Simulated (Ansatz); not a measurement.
Born–Oppenheimer molecular dynamics of H2 + O2S (5 atoms, charge 0, multiplicity 1). It starts from a relaxed structure.

Level of theory: RKS PBE0/def2-SVP (Ansatz 0.2.0).

- ensemble: NVT, Nosé–Hoover chain
- time step: 0.25 fs
- steps asked: 300
- set temperature: 700 K
- thermostat: time constant 20 fs, chain length 1
- seed: 41778

First frame:

```xyz
5
Properties=species:S:1:pos:R:3
H 0.269 -0.031 -1.970
H -0.021 0.034 -2.671
O 0.767 -0.160 0.612
S -0.496 0.099 1.288
O -0.519 0.058 2.742
```

Question: How far do the bonds stretch over the last three quarters of this one trajectory? (Pairs bonded in most of those frames.)

Answer: 
```csv
bond,mean (Å),spread (Å),shortest,longest
H1–H2,0.763,0.020,0.73,0.79
O3–S4,1.457,0.027,1.41,1.50
S4–O5,1.459,0.024,1.42,1.50
```

Mean temperature of the second half: 854 K. The conserved energy stayed within 0.044 meV per atom of its start (net change 0.028 meV per atom), so the integration is sound. The mean temperature of the second half is 22 % above the set value. A run of 0.075 ps of so small a system gives no equilibrium averages.

Time of the run: 11 min on 1 CPU thread of a shared host.
